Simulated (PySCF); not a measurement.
Saddle point of AlH3S2, singlet (AlH₃S₂ ([SH][AlH][SH]) → AlHS ([AlH][S]) + H₂S (still joined by a long Al–S bond); bonds formed: S2–H4; bonds broken: S3–H4; bonds weakened to dative contacts: Al1–S2), PBE0-D4/def2-TZVP structure:

Al1  (-1.071, 0.008, -0.290)
S2  (1.238, 0.824, 0.200)
S3  (-0.502, -1.737, -1.193)
H4  (1.185, -0.443, -0.414)
H5  (-2.117, 1.048, 0.258)
H6  (1.267, 0.301, 1.439)
(Å)

Energies are electronic, without zero-point energy. Barriers and step energies count from the start structure reached by relaxing down the imaginary mode; all methods use the PBE0-D4 structures, on which another method's saddle can fall below an end. PySCF 2.14 with density fitting (its default auxiliary sets; JK sets also for MP2 and CCSD(T)); basis: def2-TZVPP, with def2-QZVPP for the basis limit; cores frozen in the correlated methods. B3LYP uses VWN-RPA correlation. Extrapolation: Hartree–Fock as exp(−7.88 √X), correlation as X^−2.97.

| method | barrier (kJ/mol) | step energy (kJ/mol) |
| --- | --- | --- |
| SPW92 | 136.6 | 148.8 |
| PBE-D4 | 145.0 | 148.7 |
| r2SCAN-D4 | 158.9 | 158.2 |
| PBE0-D4 | ? | 159.0 |
| B3LYP-D4 | ? | 156.6 |
| BHLYP-D4 | ? | 167.1 |
| wB97M-V | 170.1 | 161.9 |
| HF | 205.6 | 176.7 |
| MP2 | 168.4 | 162.5 |
| CCSD | 180.5 | 167.4 |
| CCSD(T) | 172.0 | 162.8 |

**Question.** Fill in the withheld barriers. (Judge from chemistry; the value comes from the calculation.)

**Answer.** The calculation gives: B3LYP-D4 163.2; BHLYP-D4 180.2; PBE0-D4 160.6 kJ/mol. Each is the energy of the saddle less that of the start structure, by the same method.

For comparison, the barrier by CCSD(T) at an estimated basis limit (MP2 extrapolated from triple and quadruple zeta, plus CCSD(T) − MP2 in triple zeta) is 168.5 kJ/mol.

The T1 diagnostic stays at or below 0.018.

Labels in which every atom is bracketed show which atoms are joined, not bond orders.

For scale, one of the runs: CCSD(T)/def2-TZVPP, 168 basis functions, launched by `OMP_NUM_THREADS=4 python run.py`. Hardware: 4 CPU threads of an AMD EPYC 9R45, shared host. Wall time 45 s; peak host memory 1.1 GiB.
